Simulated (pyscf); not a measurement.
PySCF, gas phase, ωB97X-D3(BJ)/def2-SVP geometries. Correlated levels are frozen-core, on RHF or UHF. ΔMP2 is the change of the MP2 total energy from the triple- to the quadruple-zeta basis.

Q: How much does it cost (ΔH, 298 K, CCSD(T)/def2-TZVPP + ΔMP2(QZVPP)) to split H₂N–Sb(OH)–OH at its N–Sb bond into NH₂• + HO–Sb•–OH?

A: N–Sb to NH₂• + HO–Sb•–OH: 73.5 kcal/mol. Other isomers of HO–Sb•–OH were not searched in full and may lie lower. The CCSD(T) − MP2 part came from Ansatz, without density fitting, on the same reference. The frozen core leaves the outer d or s,p core shells of the metals and heavy elements correlated in the MP2 and CC values, and def2-TZVPP describes them poorly, which can shift differences by a few kcal/mol. Elements past Kr carry the def2 core potentials, without spin-orbit coupling.
